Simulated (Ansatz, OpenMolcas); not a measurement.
**BN (boron nitride): the energy, rung by rung**

BN has 2 atoms, charge 0, and is taken as a triplet. SMILES: `B#N`. Geometry: relaxed at GFN2-xTB.

```xyz
2

B     0.0000    0.0000    0.0000
N     0.0000    0.0000    1.2684
```

Quantity: the energy change with the B1–N2 bond stretched from 1.268 to 1.903 Å, in eV. The values are calculated.

| level | kind | program | value (eV) |
| --- | --- | --- | --- |
| UHF/6-31G | Hartree–Fock | Ansatz | 1.09 |
| USVWN5/6-31G | LDA | Ansatz | 2.32 |
| U-r2SCAN/6-31G | meta-GGA | Ansatz | 2.08 |
| UB3LYP/6-31G | global hybrid | Ansatz | 1.89 |
| UHSE06/6-31G | range-separated hybrid | Ansatz | 1.95 |
| UB2PLYP/6-31G | double hybrid | Ansatz | 1.92 |
| UMP2/6-31G | perturbation theory | Ansatz | 2.15 |
| UCCSDT/6-31G | coupled cluster or CI | Ansatz | 1.52 |
| FCI/STO-3G | exact in the basis | OpenMolcas | 2.02 |

The first shape isn't each level's own minimum. The values span 1.09 to 2.32 eV. Spin contamination of the reference (⟨S²⟩ at least 0.1 too high) touches UHF/6-31G, U-r2SCAN/6-31G, UMP2/6-31G, UCCSDT/6-31G. The coupled-cluster rows rest on a doubtful reference here (large T1 or Brueckner and Hartree–Fock orbitals at odds), and rows may lie in different states. All rows use very small basis sets, so none should be taken for the real molecule's value.
